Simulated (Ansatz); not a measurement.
CH5O (charge +1), SMILES C[OH2+], a rigid torsion scan

Program: Ansatz 0.2.0, Python API.

`torsion_ch5o.py`
```python
"""Rigid torsion scan of CH5O(+)."""

import ansatz as az
from ase import Atoms

atoms = Atoms(["C", "O", "H", "H", "H", "H", "H"], positions=[
    [-0.28976, -0.41158, -0.29805],
    [0.2994, 0.50518, 0.67875],
    [-0.01981, -1.42456, -0.00468],
    [-1.37168, -0.30224, -0.24191],
    [0.05832, -0.2057, -1.30933],
    [0.04775, 1.43196, 0.47638],
    [1.27577, 0.40695, 0.69885],
])

# relax first, so that the scan starts from a minimum
first = (
    az.Crystal.molecule_from_ase(atoms).calculation()
    .basis(gaussian="def2-SVP")  # atom-centred Gaussian functions
    .functional("hf")
    .charge(1)
    .relax(force_tolerance=0.02, max_steps=80)  # relax until the tolerances are met
)
atoms.positions = first.run(threads=1, backend="cpu").report["positions_ang"]

start = atoms.get_dihedral(2, 0, 1, 5)
energies = {}
for turn in range(0, 360, 40):
    turned = atoms.copy()
    turned.set_dihedral(2, 0, 1, 5, start + turn, indices=[1, 5, 6])
    base = az.Crystal.molecule_from_ase(turned).calculation()
    base = base.basis(gaussian="def2-SVP")
    base = base.functional("hf")
    base = base.charge(1)
    energies[round((start + turn) % 360)] = base.run(threads=1, backend="cpu").report["free_energy_ev"]
floor = min(energies.values())
print("dihedral H2-C0-O1-H5 (deg)   E - E(min) (kcal/mol)")
for angle, e in sorted(energies.items()):
    print(f"{angle:8d} {23.060548 * (e - floor):14.3f}  " + "#" * int(30 * (e - floor) / max(max(energies.values()) - floor, 1e-9)))
```

```console
$ python torsion_ch5o.py
dihedral H2-C0-O1-H5 (deg)   E - E(min) (kcal/mol)
      30          1.147  #############################
      70          0.467  ###########
     110          1.175  #############################
     150          0.920  #######################
     190          0.000
     230          0.918  #######################
     270          1.177  ##############################
     310          0.467  ###########
     350          1.145  #############################
```

The scan is rigid and the energies are electronic, in a modest basis. With rigid groups the curve can differ much from the relaxed path, the start wasn't checked as a minimum of this torsion, and equivalent turns needn't return to the same energy. Run time: 4.4 s on 1 thread of Arm Neoverse V2 (shared host), peak memory 0.17 GiB.

(A comment or docstring line of the script was reworded after the run, the code is as it ran.)
